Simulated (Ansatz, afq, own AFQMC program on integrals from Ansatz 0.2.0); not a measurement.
Two steps: Ansatz 0.2.0 writes the Fock matrix and Cholesky factors of the valence space, and afq projects on them the lowest state that overlaps trial and start.

```yaml
crystal:
  periodic: [false, false, false]
  atoms:
    - {symbol: Al, position_ang: [0.000000, 0.000002, 1.460462]}
    - {symbol: Al, position_ang: [0.000000, 1.197487, -0.787372]}
    - {symbol: Al, position_ang: [0.000000, -1.197488, -0.787370]}
    - {symbol: H, position_ang: [0.000000, 0.000003, 3.059176]}
basis:
  gaussian: {orbitals: cc-pVDZ}
total_charge: 1
magnetization: {spin_polarized: false, initial_magnetization: 1}
correlation: {method: ccsd_t, electrons: outside_noble_gas, hamiltonian_folder: ham}
```

```sh
$ ansatz run in.yaml --threads 1 --pin off --events-out ev --progress --plain --max-ram 1843MiB
```

Options of the walk:

```
--method free --trial cisd --walkers 60 --time-step 0.03 --max-blocks 80 --target-error 0.00036 --factor-cut 1e-05 --seed 6468 --times 0,0.3,0.6,1.2,1.8,2.4,3.6,4.8,6 --taylor-order 8
```

Times are imaginary, in 1/Eh. The walk had a cap of 1781 s.

Output of the walk:

```
orbitals 44  electrons 5 4  factors 349 of 588
reference energy -726.03810686 Eh
CCSD correlation -0.18742941 Eh in 15 cycles, weight of the determinant in the CISD state 0.8198
repeat  energy at the last time / Eh  error
    10  -726.238169  0.002306
    20  -726.240428  0.002036
    30  -726.241113  0.001626
    40  -726.240993  0.001395
    50  -726.241515  0.001212
    60  -726.241126  0.001086
    70  -726.241260  0.001022
    80  -726.241529  0.000987
time / (1/Eh)  energy / Eh  error  mean overlap
  0.00  -726.225308  0.000143  1.2172
  0.30  -726.229746  0.000178  1.2105
  0.60  -726.232444  0.000252  1.2148
  1.20  -726.235392  0.000301  1.2238
  1.80  -726.237045  0.000332  1.2384
  2.40  -726.237882  0.000376  1.2522
  3.60  -726.239652  0.000528  1.2180
  4.80  -726.240529  0.000772  1.2182
  6.00  -726.241529  0.000987  1.1685
energy -726.241529 +/- 0.000987 Eh
```

The run passed its tests (error under three times the target), which doesn't prove that it has relaxed.

Against this walk (error 26.9 meV) on the same determinant: CCSD(T) 122.4 meV higher, CCSDT(Q) 44.4 meV higher (within the noise). The error is statistical, and a free projection of finite length keeps a remainder of its start. The last points still move (meV from the last: 122 ± 9 at 1.80, 99 ± 10 at 2.40, 51 ± 14 at 3.60, 27 ± 21 at 4.80, 0 ± 27 at 6.00), but the last one has reached CCSDT(Q) within the noise or passed it, so little can be left to fall.

Cautions: remainder of the start not in the error; error above the target (26.9 against 9.8 meV); higher spins were not checked; a spin-contaminated unrestricted determinant lies lower (UHF 184 meV lower, ⟨S²⟩ 1.37); (T) is large, 6 % of the CCSD correlation.

The walk took 8.4 min on 1 thread of Arm Neoverse V1 (shared host). The log's last line is the free-projection energy.

CCSDT and higher add their correlation energy to the determinant of the CCSD(T) run, since their own runs factorise the integrals more tightly (a shift of under 2 meV). A walk keeps the symmetry of its determinant, which the program's search chose and which needn't be the lowest solution, so a lower state of the same spin and another symmetry isn't excluded.
